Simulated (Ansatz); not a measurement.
Basis-set extrapolation for methyl acrylate, C4H6O2 (PBE0-D4/def2-TZVP geometry, frozen core, Ansatz 0.2.0). Multiplicity 1, RHF reference.

```tsv
	def2-TZVPP	def2-QZVPP
HF	-304.805212	-304.818919
MP2 correlation	-1.107165	-1.186149
CCSD(T) correlation	-1.187477	not run
```

Energies in hartree. Use E(X) = E(∞) + A·exp(−7.88·√X) for Hartree–Fock and E(X) = E(∞) + B·X^(−2.97) for correlation, with X = 3 and 4, and add CCSD(T) minus MP2 of the smaller set to the MP2 limit.

Task: What is the CCSD(T) energy at the basis-set limit?

Result: HF limit: -304.818919 + (-0.013707) × 0.13774 = -304.82081. MP2 limit: -1.186149 + (-0.078984) × 0.74074 = -1.24466. Higher-order term: -1.187477 − (-1.107165) = -0.08031. Total: -306.14578 hartree, 4.17 eV below CCSD(T)/def2-TZVPP.
